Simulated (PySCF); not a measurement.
One ligand Y is varied and pulled off as a radical: Zn(OH)1–Y. Isolated molecules, 0 K electronic values unless said otherwise. One relaxed conformer stands for each flexible species; it need not be the lowest. Multiplicities are imposed; where one is given, others were not computed. Strings in code marks are SMILES.

Calculation: PySCF with PBE-D3(BJ)/def2-TZVP // PBE-D3(BJ)/def2-SVP. 

| species | highest occupied spin orbital (eV) |
|---|---|
| ligand removed as a radical ([Zn(OH)]) | -5.24 |
| free radical OH | -7.14 |
| free radical NH2 | -7.20 |
| free radical CH3 (`[CH3]`) | ___ |
| free radical OCH3 (`C[O]`) | -5.97 |
| free radical N(CH3)2 (`C[N]C`) | -5.56 |
| free radical SH (`[SH]`) | -6.12 |

**Question.** Complete the blanks.

**Answer.** 
- free radical CH3 (`[CH3]`), highest occupied spin orbital (eV): -5.38
